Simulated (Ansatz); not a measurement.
Ansatz (a first-principles code) input (CCSD(T)/STO-3G):

Ansatz 0.2 input:
```yaml
crystal:
  periodic: [false, false, false]
  atoms:
    - {symbol: O, position_ang: [0.44187469, 1.33485861, 0.12974526]}
    - {symbol: C, position_ang: [-0.05433681, 0.28429606, 0.03240259]}
    - {symbol: N, position_ang: [1.01706973, -0.94595571, -0.13354246]}
    - {symbol: C, position_ang: [-1.45221658, -0.19963021, 0.02418072]}
    - {symbol: H, position_ang: [0.82672373, -1.72574334, 0.50046318]}
    - {symbol: H, position_ang: [-2.11892134, 0.65910120, 0.05169695]}
    - {symbol: H, position_ang: [-1.64770358, -0.79921607, -0.86796571]}
    - {symbol: H, position_ang: [-1.63131075, -0.83031322, 0.89974415]}
    - {symbol: H, position_ang: [1.94584384, -0.56465997, 0.06579244]}
    - {symbol: H, position_ang: [1.01020268, -1.30434259, -1.09239559]}
basis:
  gaussian:
    orbitals: STO-3G
total_charge: 1
magnetization: {spin_polarized: false}
correlation: {method: ccsd_t, electrons: outside_noble_gas}
```

End of the output:

```
integrals: 0.00 GiB planned
367 factors; integrals over basis functions are off by at most 5.4e-5 eV
mean field: 0.06 GiB planned
mean field evaluation 1: about -5592.7068 eV, gradient 3.5e1 eV
mean field evaluation 2: about -5592.8755 eV, gradient 3.5e1 eV
mean field evaluation 4: about -5596.9767 eV, gradient 2.9e0 eV
mean field evaluation 8: about -5597.0495 eV, gradient 1.4e-1 eV
mean field evaluation 16: about -5596.8513 eV, gradient 1.2e0 eV
mean field -5597.04958851 eV, -205.6877785613 hartree, gradient 1.9e-6 eV, S^2 0.000000; 0 other end points of the search recorded, 0 dependent functions left out; unrestricted orbitals would lower it
4 core orbitals not correlated
reference -5597.04958851 eV, -205.6877785613 hartree; 12, 12 occupied and 10, 10 virtual orbitals, 367 factors
second order -6.36771253 eV of doubles, -0.00000000 eV of singles
coupled cluster: 0.05 GiB planned
cycle   1  -7.07971908 eV  change   -7.1e-1 eV  update   9.9e-2
cycle   2  -7.48628681 eV  change   -4.1e-1 eV  update   3.3e-2
cycle   3  -7.64006880 eV  change   -1.5e-1 eV  update   1.7e-2
cycle   4  -7.65157201 eV  change   -1.2e-2 eV  update   3.5e-3
cycle   5  -7.65103782 eV  change    5.3e-4 eV  update   1.1e-3
cycle   6  -7.64992406 eV  change    1.1e-3 eV  update   3.4e-4
cycle   7  -7.64973511 eV  change    1.9e-4 eV  update   1.2e-4
cycle   8  -7.64972918 eV  change    5.9e-6 eV  update   4.4e-5
cycle   9  -7.64972197 eV  change    7.2e-6 eV  update   1.3e-5
coupled cluster: 0.05 GiB planned
perturbative correction -0.15161763 eV, -0.0055718451 hartree
Total energy: -5604.85092810 eV, -205.9744725034 hartree
```

It need not be the lowest isomer of its formula.
